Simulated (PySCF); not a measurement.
A search over the determinants of SiH

Unrestricted PBE0; Si def2-TZVPP, H def2-TZVPP; no relativity (PySCF 2.14). Outer shells of the fragments: Si 3s2 3p2; H 1s1.

Followed along the bond (rough minima from three points):

```
2Ms+1   unpaired  ⟨S²⟩ at the start  R at minimum (Å)  Te (eV)
    2        π ↑               0.76              1.53     0.00
    4  σ ↑, π ↑↑               3.75              1.50     1.57
```

Solutions found at the starting distance of 1.435 Å, counted from the lowest of them; the search is not exhaustive and high or unbound solutions are not listed, so other states can lie among these:

| 2Ms+1 | unpaired | term | E (eV) | ⟨S²⟩ | ⟨Lz²⟩ | μ (D) |
| --- | --- | --- | --- | --- | --- | --- |
| 2 | π ↑ | ²Π | 0.00 | 0.76 | 1.01 | 0.37 |
| 4 | σ ↑, π ↑↑ | ⁴Σ⁻ | 1.52 | 3.75 | 0.00 | -0.02 |
| 2 | σ ↑, π ↑↓ | mixed | 2.34 | 1.77 | 2.03 | 0.15 |
| 2 | σ ↓, π ↑↑ | mixed | 2.47 | 1.78 | 0.00 | 0.29 |
| 2 | σ ↑ | mixed | 3.34 | 0.77 | 2.01 | 0.15 |
| 4 | σ ↑↑, π ↑ | ⁴Π | 6.30 | 3.75 | 1.01 | 1.00 |
| 2 | π ↑ | ²Π | 7.01 | 0.79 | 1.01 | -0.16 |

A term symbol is given only where ⟨S²⟩ and ⟨Lz²⟩ are close to those of a pure state; real π, δ and φ orbitals otherwise mix terms. A positive dipole means Si(−)H(+).

Q: Compare the gap between the two lowest followed solutions at the starting distance with the gap between their minima.

A: At PBE0 the second solution (quartet, unpaired electrons σ ↑, π ↑↑) lies +1.52 eV from the first (doublet, unpaired electrons π ↑) at 1.435 Å and +1.57 eV at the minima; the two curves relax by different amounts, since their minima lie near 1.50 and 1.53 Å.

Counting both spins, an empty level lies below a filled one in some of these solutions, because spin and occupation are held.
